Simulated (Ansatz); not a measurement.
What each rung costs, and what it gives

Saddle point of SiH6SO, closed shell (SiH₄S ([SiH3][SH]) + H₂O → SiH₄O ([OH][SiH3]) + H₂S; bonds formed: Si1–O7, S2–H6; bonds broken: Si1–S2, H6–O7), PBE0-D4/def2-TZVP structure:

```
9
angstrom
Si 0.1511 0.8499 -0.1190
S 1.2388 -1.1720 0.9027
H -0.7824 1.6979 -0.9529
H 0.0071 1.4567 1.2221
H 1.4279 1.0138 -0.8530
H -0.2635 -1.3372 -0.2148
O -0.9270 -0.5902 -0.5473
H 0.4613 -1.2712 1.9940
H -1.3132 -0.6477 -1.4318
```

Barriers are electronic and count from the start structure reached by relaxing down the imaginary mode.

Computed with Ansatz 0.2.0 (basis: as named in each row); correlated methods freeze the cores. B3LYP uses VWN-RPA correlation. Extrapolation: Hartree–Fock as exp(−7.88 √X), correlation as X^−2.97.

Times are rough, for one single point on 2 threads of a shared host (Arm Neoverse V2).

The estimate by CCSD(T) at an estimated basis limit (MP2 extrapolated from triple and quadruple zeta, plus CCSD(T) − MP2 in triple zeta) is 27.98 kcal/mol.

```tsv
method	basis	time (s)	barrier (kcal/mol)	method less estimate
HF	STO-3G	under 1	49.43	21.45
PBE-D4	STO-3G	under 1	8.68	-19.30
SPW92	def2-SVP	under 1	12.38	-15.59
B3LYP-D4	6-31G	under 1	20.32	-7.66
PBE-D4	def2-SVP	under 1	20.38	-7.60
PBE0-D4	def2-SVP	1	23.72	-4.26
SPW92	def2-TZVPP	1	14.67	-13.31
CCSD(T)	def2-SVP	2	31.77	3.80
PBE-D4	def2-TZVPP	2	22.29	-5.68
BLYP-D4	def2-TZVPP	2	24.74	-3.23
B3LYP-D4	def2-TZVPP	3	26.55	-1.43
BHLYP-D4	def2-TZVPP	3	29.38	1.40
PBE0-D4	def2-TZVPP	3	24.86	-3.12
CAM-B3LYP-D4	def2-TZVPP	3	26.80	-1.17
r2SCAN-D4	def2-TZVPP	4	23.96	-4.01
RPA on PBE	def2-TZVPP	4	28.73	0.75
wB97M-V	def2-SVP	5	24.51	-3.47
r2SCAN0-D4	def2-TZVPP	5	25.61	-2.37
PBE-QIDH	def2-TZVPP	5	26.67	-1.30
B2PLYP	def2-TZVPP	5	27.65	-0.32
wB97X-V	def2-TZVPP	8	27.67	-0.31
B97M-V	def2-TZVPP	9	27.18	-0.80
wB97M-V	def2-TZVPP	9	26.24	-1.73
MP2	def2-QZVPP	16	26.96	-1.02
CCSD(T)	def2-TZVPP	51	28.44	0.46
```

All methods are single points on the PBE0-D4 structures.

T1 diagnostic: at most 0.012.

Labels in which every atom is bracketed show which atoms are joined, not bond orders.
